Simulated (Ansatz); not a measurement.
in.yaml

```yaml
crystal:
  periodic: [false, false, false]
  atoms:
    - {symbol: Al, position_ang: [0.000000, 0.038466, 0.676665]}
    - {symbol: C, position_ang: [0.000000, -0.134823, -1.337896]}
    - {symbol: H, position_ang: [0.000000, 0.576873, -2.171147]}
basis:
  gaussian: {orbitals: STO-3G}
correlation: {active_space: {window: {electrons: 2, orbitals: 3}, states: [{multiplicity: 1, weights: [1, 1, 1]}], root: 2}}
```

```sh
$ ansatz run in.yaml --threads 1 --pin off --events-out ev --progress --plain --max-ram 2393MiB
```

Output:

```
240 factors; integrals over basis functions are off by at most 3.5e-8 eV
mean field evaluation 1: about -7526.2211 eV, gradient 2.4e1 eV
mean field evaluation 2: about -7526.2415 eV, gradient 2.4e1 eV
mean field evaluation 4: about -7529.6171 eV, gradient 3.2e0 eV
mean field evaluation 8: about -7529.8386 eV, gradient 3.5e-2 eV
mean field evaluation 16: about -7530.2270 eV, gradient 9.5e-1 eV
mean field evaluation 32: about -7529.8368 eV, gradient 1.7e-2 eV
mean field -7530.59422074 eV, -276.7442331921 hartree, gradient 2.5e-6 eV, S^2 0.000000; 7 other end points of the search recorded, 0 dependent functions left out
reference -7530.59422074 eV, -276.7442331921 hartree; 10, 10 occupied and 5, 5 virtual orbitals, 240 factors
state -7531.15799643 eV, -276.7649515664 hartree
state -7531.07416080 eV, -276.7618706638 hartree
state -7529.37929326 eV, -276.6995854307 hartree
the orbitals are reached from a further start. From the first start the search ends at -7530.53260552 eV, -276.7419688747 hartree
Total energy: -7529.37929326 eV, -276.6995854307 hartree
```

Natural occupations, averaged over the states: 0.9976 0.9961 0.0063.

Ran on 1 thread of Arm Neoverse N1, shared host: 0.33 s wall, 0.06 GiB peak host memory.
